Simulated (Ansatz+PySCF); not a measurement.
Two shapes of singlet NO2(-).

Shape 1:

```xyz
3

N     0.0000    0.0000   -0.4566
O     0.0000    1.0612    0.1998
O     0.0000   -1.0612    0.1998
```

Shape 2:

```xyz
3

N     0.0191    0.0224   -0.4971
O    -0.0070    1.1057    0.2215
O    -0.0130   -1.0765    0.1540
```

Basis set: def2-SVP (spherical functions). Correlated methods keep 3 orbitals frozen. Charge -1, multiplicity 1.

Computed with Ansatz (development build ahead of 0.2.0); each method stands on the lowest determinant of its kind that the runs found.

**Question.** Which shape is lower in energy, and by how much in each method?

**Answer.**

| method | E(2) − E(1) (eV) |
| --- | --- |
| UHF | 0.315 |
| RHF-MP2 | 0.037 |
| RHF-CCSD(T) | 0.035 |
| r²SCAN (unrestricted) | 0.036 |
| ωB97X (restricted) | 0.129 |

Shape 1 is lower. Caution: no diffuse functions for an anion. Caution for UHF: the unrestricted determinant is spin contaminated.
